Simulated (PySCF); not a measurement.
Two structures of Si2H6S, singlet, reached by relaxing down either side of one saddle point (PBE0-D4/def2-TZVP). Energies are electronic, without zero-point energy. Program: PySCF 2.14 with density fitting (its default auxiliary sets; JK sets also for MP2 and CCSD(T)). Basis: def2-TZVPP and def2-QZVPP. Cores are frozen in the correlated methods. Extrapolation: Hartree–Fock as exp(−7.88 √X), correlation as X^−2.97. First:

Si1  (-0.333, -0.777, 0.120)
S2  (1.455, -1.297, 1.180)
H3  (-0.522, -1.663, -1.061)
H4  (-1.529, -0.925, 0.994)
Si5  (-0.077, 1.447, -0.554)
H6  (1.088, -2.565, 1.430)
H7  (0.173, 2.314, 0.627)
H8  (-1.320, 1.900, -1.235)
H9  (1.066, 1.566, -1.498)
(Å)

Second:

Si1  (-1.146, -0.089, 1.010)
S2  (0.639, -1.627, 0.652)
H3  (0.555, -1.835, -0.675)
H4  (-0.228, 0.524, 2.063)
Si5  (-0.124, 1.226, -0.688)
H6  (0.081, -2.826, 0.920)
H7  (1.371, 1.311, -0.676)
H8  (-0.646, 2.620, -0.606)
H9  (-0.477, 0.698, -2.043)
(Å)

Q: Which bonds change from the first to the second?

A: Si₂H₆S ([SiH3][SiH2][SH]) → Si₂H₄ ([SiH][SiH3]) + H₂S (still joined by a long Si–S bond); bonds formed: S2–H3; bonds broken: Si1–H3; bonds weakened to dative contacts: Si1–S2.

Q: Give the saddle point's structure and its height above each. (To be estimated.)

A: By the calculation: 261.0 kJ/mol above the first and 53.2 kJ/mol above the second (CCSD(T) at an estimated basis limit (MP2 extrapolated from triple and quadruple zeta, plus CCSD(T) − MP2 in triple zeta)).
Si1  (-1.055, -0.622, 0.129)
S2  (1.253, -1.611, 0.009)
H3  (-0.143, -1.916, -0.568)
H4  (-1.060, -0.613, 1.634)
Si5  (-0.146, 1.474, -0.430)
H6  (1.010, -2.518, 0.969)
H7  (0.863, 1.954, 0.555)
H8  (-1.233, 2.487, -0.536)
H9  (0.512, 1.367, -1.762)
(Å)

No T1 diagnostic of these runs exceeds 0.017. The restricted Hartree–Fock reference is unstable towards an unrestricted one at one or more of these structures.

Losses and insertions of silylenes and their heavier kin drive the gas-phase chemistry of silicon and germanium vapour deposition.

Labels in which every atom is bracketed show which atoms are joined, not bond orders.

For scale, one of the runs: CCSD(T)/def2-TZVPP, 210 basis functions, launched by `OMP_NUM_THREADS=4 python run.py`. Hardware: 4 CPU threads of an Arm Neoverse V2, shared host. Wall time 6.1 min; peak host memory 2.3 GiB.
